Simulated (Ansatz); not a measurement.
One change: `NC(N)S` becomes `NCC(N)N`.

Ansatz, PBE0-D4/def2-TZVP geometries, multiplicity 1. Each molecule was computed in one conformer, which needn't be the lowest.

```json
{"property": "HOMO–LUMO gap (ωB97M-V/def2-TZVPP) / eV", "`NC(N)S`": "11.00"}
{"property": "HOMO–LUMO gap (B3LYP/def2-TZVPP) / eV", "`NC(N)S`": "6.55"}
{"property": "HOMO energy (PBE0/def2-TZVPP) / eV", "`NC(N)S`": "-6.79"}
{"property": "LUMO energy (B3LYP/def2-TZVPP) / eV", "`NC(N)S`": "-0.01"}
{"property": "size of the dipole moment (PBE/def2-TZVPP) / D", "`NC(N)S`": "2.28"}
{"property": "HOMO–LUMO gap (PBE0/def2-TZVPP) / eV", "`NC(N)S`": "7.09"}
```

(1) What does the change do to each property? (Best estimate.)

## Answers

(1) The calculation gave: 
```csv
property,`NCC(N)N`,shift
HOMO–LUMO gap (ωB97M-V/def2-TZVPP) / eV,11.27,0.27
HOMO–LUMO gap (B3LYP/def2-TZVPP) / eV,6.88,0.33
HOMO energy (PBE0/def2-TZVPP) / eV,-6.67,0.12
LUMO energy (B3LYP/def2-TZVPP) / eV,0.44,0.45
size of the dipole moment (PBE/def2-TZVPP) / D,2.80,0.52
HOMO–LUMO gap (PBE0/def2-TZVPP) / eV,7.48,0.39
```

With PBE0 the HOMO rises by 0.12 eV and the LUMO rises by 0.51 eV, so the gap widens by about 0.39 eV. PBE moves the HOMO by 0.30 eV and ωB97M-V by -0.03 eV. Dipoles are sizes alone; their direction can turn.

B3LYP here is the variant with VWN-RPA as its local correlation; programs differ in this.
